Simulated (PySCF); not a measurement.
Isomers of C3H4FN, one GFN2-xTB conformer each. Single-point energies are computed at PBE0/pcSseg-1 (PySCF, gas phase, no added dispersion term), electronic only.

```json
{"SMILES": "C=N/C=C/F", "GFN2-xTB relative energy (kcal/mol)": "0.0"}
{"SMILES": "[H]/N=C\\C(=C)F", "GFN2-xTB relative energy (kcal/mol)": "2.7"}
```

Conformers: `[CH2:1]=[N:2]/[CH:3]=[CH:4]/[F:5]` with C1–N2–C3–C4 180°; `[H]/[N:5]=[CH:4]\[C:2](=[CH2:1])[F:3]` with C1–C2–C4–N5 0°.

Problem. What does PBE0/pcSseg-1 give for the same structures?

Solution. 
| SMILES | PBE0/pcSseg-1 E (Eh) | PBE0/pcSseg-1 (kcal/mol) | GFN2-xTB (kcal/mol) | point group |
| --- | --- | --- | --- | --- |
| [H]/N=C\C(=C)F | -270.93978 | 0.0 | 2.7 | Cs |
| C=N/C=C/F | -270.93331 | 4.1 | 0.0 | Cs |

GFN2-xTB puts C=N/C=C/F lowest instead. As drawn, the lower has an N–H bond, which the higher lacks.

Problem. Which frontier levels, dipoles and rotational constants go with these structures?

Solution. 
```json
{"SMILES": "[H]/N=C\\C(=C)F", "HOMO (eV, PBE0/pcSseg-1)": "-7.88", "LUMO (eV)": "-1.81", "dipole (D)": "1.99", "A, B, C (MHz)": "10043, 4121, 2922"}
{"SMILES": "C=N/C=C/F", "HOMO (eV, PBE0/pcSseg-1)": "-7.23", "LUMO (eV)": "-1.18", "dipole (D)": "1.44", "A, B, C (MHz)": "40120, 2327, 2199"}
```

Problem. As an exercise, what shares would exp(−E/RT) give at 1000 K from these electronic energies alone (no entropy, no degeneracies)?

Solution. RT = 1.987 kcal/mol: [H]/N=C\C(=C)F 88.5 %, C=N/C=C/F 11.5 %.
